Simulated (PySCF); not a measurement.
Working out the ionisation energy of C

C [He] 2s2 2p2 (3P) → C⁺ [He] 2s2 2p1 (2P). Calculation: PySCF 2.14, in def2-TZVP (5s3p2d1f, 31 functions); no relativity, point nucleus. Frozen: 1s2. Energies in hartree (1 hartree = 27.21139 eV):

```json
{"part": "UHF", "C (lower)": "-37.692479", "C⁺ (upper)": "-37.295541"}
{"part": "CCSD correlation", "C (lower)": "-0.086520", "C⁺ (upper)": "-0.073893"}
{"part": "(T)", "C (lower)": "-0.002031", "C⁺ (upper)": "-0.001137"}
```

Question: What does Hartree-Fock give?

Answer: (-37.295541) − (-37.692479) = 0.396938 hartree = 10.801 eV.

Question: What do CCSD and CCSD(T) give?

Answer: The CCSD correlation energies differ by 0.012627 hartree = 0.344 eV and the triples by 0.000894 hartree = 0.024 eV, so CCSD gives 11.145 eV and CCSD(T) 11.169 eV.

Measured between the centres of the two terms (NIST): 11.262 eV, so CCSD(T) (valence) is off by -0.093 eV.

What remains against the reference includes basis incompleteness, the frozen core and higher excitations.
